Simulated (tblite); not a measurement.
Compound: 4-chloro-1-butanol, C4H9ClO.
SMILES with atom numbers: `[OH:1][CH2:2][CH2:3][CH2:4][CH2:5][Cl:6]` (hydrogens: H7 on O1; H8, H9 on C2; H10, H11 on C3; H12, H13 on C4; H14, H15 on C5)

Computed with GFN2-xTB (tblite), gas phase: Langevin dynamics at 300 K from the optimised GFN2-xTB geometry, time step 0.5 fs, friction 0.01 fs⁻¹, 2000 steps.

Start geometry:
```
atom  x, y, z in Å
O1      2.130    0.337    1.147
C2      1.687    0.210   -0.189
C3      0.190    0.498   -0.236
C4     -0.601   -0.526    0.575
C5     -2.088   -0.226    0.591
Cl6    -2.795   -0.407   -1.040
H7      3.078    0.177    1.181
H8      2.217    0.924   -0.836
H9      1.883   -0.806   -0.562
H10     0.018    1.495    0.175
H11    -0.140    0.488   -1.276
H12    -0.435   -1.524    0.165
H13    -0.236   -0.513    1.603
H14    -2.627   -0.918    1.238
H15    -2.284    0.800    0.901
```

The statistics below take the 31 frames saved every 25 fs from 250 to 1000 fs; their kinetic temperature (all 3N coordinates) averages 318 K.

Question: Give the mean, spread and extremes of the bond lengths.

Answer: 
```tsv
bond	start (Å)	mean (Å)	standard deviation (Å)	shortest (Å)	longest (Å)
O1–C2	1.413	1.422	0.026	1.377	1.468
C2–C3	1.525	1.535	0.034	1.470	1.626
C3–C4	1.527	1.537	0.031	1.479	1.588
C4–C5	1.517	1.525	0.027	1.461	1.581
C5–Cl6	1.787	1.794	0.045	1.730	1.878
O1–H7	0.962	0.968	0.016	0.943	1.007
C2–H8	1.100	1.100	0.027	1.040	1.160
C2–H9	1.100	1.096	0.030	1.027	1.158
C3–H10	1.091	1.095	0.023	1.053	1.146
C3–H11	1.091	1.093	0.021	1.056	1.151
C4–H12	1.092	1.101	0.037	1.023	1.169
C4–H13	1.092	1.095	0.025	1.043	1.138
C5–H14	1.090	1.092	0.019	1.052	1.134
C5–H15	1.090	1.090	0.022	1.038	1.135
```

Question: Give the same statistics for bond angles, one of each kind among heavy atoms.

Answer: 
```csv
angle,start (°),mean (°),standard deviation (°),smallest (°),largest (°)
O1–C2–C3,108.7,112.6,4.8,102.2,120.5
C2–C3–C4,111.4,111.7,3.7,103.3,117.9
C3–C4–C5,112.4,112.4,3.5,104.2,118.9
C4–C5–Cl6,111.0,111.4,3.6,102.0,120.0
```

Question: Follow the torsions O1–C2–C3–C4, C2–C3–C4–C5 and C3–C4–C5–Cl6 through every second one of these frames.

Answer: 
```tsv
t (fs)	O1–C2–C3–C4 (°)	C2–C3–C4–C5 (°)	C3–C4–C5–Cl6 (°)
250	-53	-170	66
300	-52	-163	61
350	-51	-176	71
400	-69	-166	76
450	-61	-170	67
500	-55	178	66
550	-63	-175	44
600	-67	-176	63
650	-61	-166	63
700	-57	-160	75
750	-42	-165	63
800	-51	-157	64
850	-76	-159	92
900	-60	-161	81
950	-52	-173	80
1000	-24	-170	48
```

Largest departure from the start value over all these frames: O1–C2–C3–C4 40° (start -63°), C2–C3–C4–C5 26° (start 178°), C3–C4–C5–Cl6 26° (start 66°).

Question: How widely does the potential energy scatter, against a harmonic estimate?

Answer: Mean 0.51 eV above the start, standard deviation 0.104 eV, range 0.27 to 0.83 eV. For 39 classical harmonic modes at 300 K the canonical values are 39kT/2 = 0.50 eV and kT·√(39/2) = 0.114 eV.

The run is classical and short, so these are rough statistics of one trajectory.

What follows is the cost of the whole dynamics run. Time: 10 s; peak memory 0.18 GiB. Hardware: an Intel Xeon Platinum 8488C with one thread, shared host with 192 logical CPUs at a one-minute load of 55.
